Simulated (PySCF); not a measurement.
Method: B3LYP in PySCF with Al def2-TZVP, O def2-TZVP, Cl def2-TZVP; no relativity; density-fitted integrals. Open shells, if any, are unrestricted.

What shape and geometry does isolated singlet AlOCl take (every ligand bound to Al)?

Counting electrons, aluminium keeps none of its valence electrons outside its bonds, so the VSEPR class is AX2 and the expected shape is linear; with unlike ligands the computed point group is C∞v. The lowest minimum found is a singlet of C∞v symmetry with Al–Cl 2.068 Å, Al–O 1.597 Å; Cl–Al–O 180.0°. Its harmonic wavenumbers are 176 (π), 484 (σ+), 1122 (σ+) cm⁻¹ and its dipole moment is 3.91 D.

This need not be the most stable arrangement of these atoms.
